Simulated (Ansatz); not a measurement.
System: B20 (FeSi-type) FeSi. Method: r²SCAN (Ansatz, a first-principles code, plane waves, PAW).

Numerical settings: plane-wave cutoff 600 eV, 8×8×8 k mesh, finite displacements, no spin polarisation, scalar-relativistic PAW data made under PBE.

Computed at the level's own relaxed cell.

Q: Give the computed electronic dielectric constant ε∞ and static dielectric constant.

A: 
* **electronic dielectric constant ε∞**: 31.7
* **static dielectric constant**: 47.9
